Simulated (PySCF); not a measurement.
# C3H3P2: the cost of one run

Programs: PySCF 2.14.0, with routines of our own; each step states its level. All values are computed. Atoms count from 0.

### Step 1. The system as given

8 atoms, charge -1, multiplicity 1; geometry from: GFN2-xTB.

### Step 2. Geometry optimisation at PBE0-D3(BJ)/def2-SVP

What the job is given:

```
{"job": {"xc": "PBE0", "basis": "def2-SVP", "d3": "d3bj", "grid": 1, "kind": "geom"}, "charge": -1, "multiplicity": 1}
C     -0.803491     0.735729     0.300056
C     -0.977298    -0.487110    -0.290125
P      0.454655    -1.415680    -0.649210
C      1.515019    -0.207965    -0.016170
P      0.832650     1.240485     0.632243
H     -1.640040     1.378296     0.556746
H     -1.960719    -0.878255    -0.531789
H      2.588282    -0.356088    -0.026317
```

On the command line:

```sh
$ OMP_NUM_THREADS=1 python excited_run.py task.json out
```

One launch serves the whole session: the jobs run in the order shown.

**Question.** How long does this first job take on 1 thread of Arm Neoverse V2, shared host, and how much memory does it need?

About 10 s, with a peak of 0.5 GiB.
